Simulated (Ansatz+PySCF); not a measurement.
Values are calculated unless marked as measured or tabulated.
## Several solutions for singlet NH₃ in separate pieces

```xyz
4

N     0.0000    0.0000   -0.1456
H     0.0000    0.7999    0.5097
H     0.0000   -0.7999    0.5097
H    10.0000    0.0000    0.0000
```

Basis set: cc-pVDZ (spherical functions). Charge 0, multiplicity 1.

RHF was run from several starts with Ansatz (development build ahead of 0.2.0) and PySCF 2.14.0.

| run | program | start | converged | energy (hartree) | <S²> |
| --- | --- | --- | --- | --- | --- |
| A | PySCF | guess huckel, instabilities followed | yes | -55.78543 | 0.00 |
| B | Ansatz | stability test followed | yes | -55.78543 | 0.00 |
| C | PySCF | guess minao, instabilities followed | yes | -55.78543 | 0.00 |
| D | Ansatz | atomic start, no search | yes | -55.78543 | 0.00 |
| E | PySCF | guess 1e, instabilities followed | yes | -55.78543 | 0.00 |
| F | PySCF | program defaults | no | – | – |
| G | PySCF | guess atom, instabilities followed | yes | -55.78543 | 0.00 |
| H | Ansatz | search for the lowest state | yes | -55.78543 | 0.00 |

(1) Which runs reached the lowest solution of this kind, and what is wrong with the others?

## Answers

(1) A, B, C, D, E, G, H reached the lowest solution found. Not converged: F. Caution: an unrestricted determinant lies well below (7.63 eV lower).
